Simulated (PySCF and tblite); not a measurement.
Values are calculated unless marked as measured or tabulated.
Molecule: C4H7N, numbered as in [CH2:1]=[CH:2][N:3]1[CH2:4][CH2:5]1; H are named by their carrier, a and b as at the first point (Å):

```
C1       1.904   -0.024    0.032
C2       0.856   -0.534   -0.593
N3      -0.288    0.194   -0.983
C4      -0.907    0.902    0.130
C5      -1.500   -0.337   -0.369
H1a      2.774   -0.620    0.241
H1b      1.933    1.005    0.349
H2       0.856   -1.560   -0.943
H4a     -0.395    0.893    1.084
H4b     -1.373    1.846   -0.122
H5a     -1.420   -1.240    0.224
H5b     -2.387   -0.286   -0.987
```

The mean out-of-plane torsion at N3 (0° is planar) is held and the rest relaxed at GFN2-xTB. Energies: PBE0/pcSseg-1 + D3(BJ), IEF-PCM dichloromethane. Couplings: B3LYP/6-31G* with H pcJ-1 N pcJ-1, gas phase, for ¹H, ¹⁵N. Programs: tblite and PySCF.

Question: How do the most sensitive couplings change along the out-of-plane angle?

Answer: 
| out-of-plane angle ° | ²J(N3,H5a) | ²J(N3,H5b) | ²J(N3,H4b) | ²J(N3,H4a) | ³J(N3,H1a) |
| --- | --- | --- | --- | --- | --- |
| -53 | 0.1 | -6.9 | -5.7 | 0.3 | -3.8 |
| -45 | 0.6 | -6.3 | -5.2 | 0.7 | -4.7 |
| -33 | 1.2 | -4.4 | -3.6 | 1.2 | -6.6 |
| -16 | 1.0 | -1.9 | -1.5 | 1.0 | -8.5 |
| 0 | -0.1 | -0.1 | 0.0 | 0.0 | -9.1 |
| 16 | -1.9 | 1.0 | 1.0 | -1.5 | -8.5 |
| 33 | -4.4 | 1.2 | 1.2 | -3.6 | -6.5 |
| 45 | -6.3 | 0.6 | 0.8 | -5.2 | -4.7 |
| 53 | -6.8 | 0.1 | 0.3 | -5.7 | -3.8 |
Values in Hz.
